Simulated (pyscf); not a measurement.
# Routes from `[NH2][SiH]([Cl])[Cl]`

Candidate steps break at most two bonds and form at most two. Each was searched with GFN2-xTB (tblite) first. PySCF, gas phase, ωB97X-D3(BJ)/def2-SVP geometries. Energies: ωB97M-D3(BJ)/def2-TZVP, kcal/mol, from the reactant's lowest minimum found, singlet surface; ΔG‡ with ideal gas, 1 atm, RRHO with modes under 100 cm⁻¹ raised to 100, one conformer, R ln 2 for chiral ones without a mode under 150 cm⁻¹.

| products | type | ΔE‡ | ΔE | ΔG‡ 298 K | ΔG‡ 900 K | ν‡ (cm⁻¹) |
|---|---|---|---|---|---|---|
| H₂N–Si:–Cl [singlet] + HCl | 1,1-elimination | 69.1 | +52.2 | 66.1 | 65.6 | 1170i |
| Cl–Si:–Cl [singlet] + NH₃ | 1,1-elimination | 73.0 | +48.7 | 71.2 | 72.0 | 1615i |
| HN=SiH–Cl + HCl | elimination | 77.7 | +78.5 | – | – | 433i |
| HN=Si(Cl)–Cl + H₂ | elimination | 80.0 | +63.5 | 76.5 | 77.7 | 1021i |

A dash marks a saddle under its separated products, where this table gives no free-energy barrier. Row 2: On the product side the descent ends in an adduct with a N–Si contact, 26.0 kcal/mol under the separated species and 47.8 kcal/mol under the saddle at ωB97X-D3(BJ)/def2-TZVP. Row 3: On the product side the descent ends in a complex, 7.4 kcal/mol under the separated species and 5.1 kcal/mol under the saddle at ωB97X-D3(BJ)/def2-TZVP. 

Plain bond fissions and candidates not yet searched are not listed, and one of them may be faster. Each barrier is that of the saddle found; lower ones may exist.
